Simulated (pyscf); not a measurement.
PySCF, gas phase, ωB97X-D3(BJ)/def2-SVP geometries. Correlated levels are frozen-core, on RHF or UHF. ΔMP2 is the change of the MP2 total energy from the triple- to the quadruple-zeta basis.

Problem. What is the homolytic dissociation enthalpy (298 K, CCSD(T)/def2-TZVPP + ΔMP2(QZVPP)) of the O–Sn bond of HO–SnH₂–OH, to OH• + HO–SnH₂•?

Solution. O–Sn to OH• + HO–SnH₂•: 4.12 eV. Other isomers of HO–SnH₂• were not searched in full and may lie lower. The CCSD(T) − MP2 part came from Ansatz, without density fitting, on the same reference. The frozen core leaves the outer d or s,p core shells of the metals and heavy elements correlated in the MP2 and CC values, and def2-TZVPP describes them poorly, which can shift differences by a few kcal/mol. Left out: the spin-orbit lowering of OH. Elements past Kr carry the def2 core potentials, without spin-orbit coupling.
